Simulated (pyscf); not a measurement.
Optimised with ωB97X-D3(BJ)/def2-SVP in PySCF.

Q: For `[F][Au]` + `[SiH4]` → `[AuH]` + `[F][SiH3]`, a four-centre exchange (singlet surface; Au–F, H–Si broken, Au–H, F–Si formed), PBE/def2-TZVP gives ΔE‡ = 4.5 kJ/mol and ΔE = -244.8 kJ/mol (zero: the separated reactants). In which direction and how far do B3LYP-D3(BJ)/def2-TZVP, PBE0-D3(BJ)/def2-TZVP, ωB97M-D3(BJ)/def2-TZVP move these?

A: B3LYP-D3(BJ): ΔE‡ = 5.4 kJ/mol, ΔE = -247.5 kJ/mol; PBE0-D3(BJ): ΔE‡ = -2.1 kJ/mol, ΔE = -248.1 kJ/mol; ωB97M-D3(BJ): ΔE‡ = -3.0 kJ/mol, ΔE = -236.7 kJ/mol. PBE's barrier matches one of them and lies within 7.5 kJ/mol of the others. Its reaction energy lies among theirs. On the reactant side the descent ends in a complex, 17.0 kJ/mol under the separated species and 6.6 kJ/mol under the saddle at ωB97X-D3(BJ)/def2-TZVP. On the product side the descent ends in a bound adduct (not fully relaxed), 46.3 kJ/mol under the separated species and 265.3 kJ/mol under the saddle at ωB97X-D3(BJ)/def2-TZVP. At PBE0-D3(BJ), ωB97M-D3(BJ) the saddle lies under the separated reactants, which points to a path from their complex (located at ωB97X-D3(BJ) alone). The reactants may also form a dative adduct at F–Au; it and routes through it were not searched. One saddle was located; it need not be the lowest between these sides. Elements past Kr carry the def2 core potentials, without spin-orbit coupling.
